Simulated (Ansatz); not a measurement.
How far a parabola holds: energy against volume of antifluorite Mg2Ge

Antifluorite Mg2Ge was calculated with LDA (Ansatz, a program for electronic structure, plane waves, PAW). Run with plane-wave cutoff 520 eV, 10×10×10 k mesh, Fermi–Dirac smearing 0.01 eV, scalar-relativistic PAW data made under PBE. The cell has no free parameter but its volume, all volumes share cutoff and mesh, and the runs aren't spin-polarised. Energies are free energies at the run's smearing, counted from the lowest row; static lattice.

| V (Å³/atom) | E (meV/atom) |
|---|---|
| 19.461 | ? |
| 19.875 | 6.22 |
| 20.289 | 1.50 |
| 20.703 | 0.00 |
| 21.117 | 1.41 |
| 21.531 | 5.45 |

Question: Using a parabola, estimate the missing E at V = 19.461 from the other rows, showing the fit.

Answer: With u = V - 20.7, the rows have u = -0.8250, -0.4110, 0.0030, 0.4170, 0.8310. Least squares gives E = -0.001 - 0.4448·u + 8.5141·u². Residuals (row less fit): 0.059, -0.120, 0.002, 0.116, -0.059; standard error 0.132 (degrees of freedom: 2). The fitted curve has its minimum at V = 20.7, where E = -0.01. Its curvature is d²E/dV² = 2 × 8.5141 meV/Å⁶, so B = V0·d²E/dV² × 0.1602 = 56.5 GPa. At the withheld row, u = -1.2390, so E = -0.001 - 0.4448 × (-1.2390) + 8.5141 × (-1.2390)² = 13.620 meV/atom. The calculation gives 14.53 meV/atom, 0.910 meV/atom above the prediction (6.3 % of the range of E in the table). The row lies outside the fitted rows, so this is an extrapolation. From the scatter of the fitted rows alone, a prediction at this place has a standard error of 0.312 meV/atom, so the miss is 2.9 times that.

The residuals are curvature that a parabola lacks, not noise. A solid that stiffens under compression and softens on expansion lies above the parabola at the compressed end and under it at the expanded end, as this row does. A third-order Birch-Murnaghan fit to the whole scan has B0 = 56.2 GPa. Only scans are tabulated whose curvature falls smoothly with volume, and where the parabola meets the shown rows within 5 % of their range and misses the end by 0.1 meV or more.
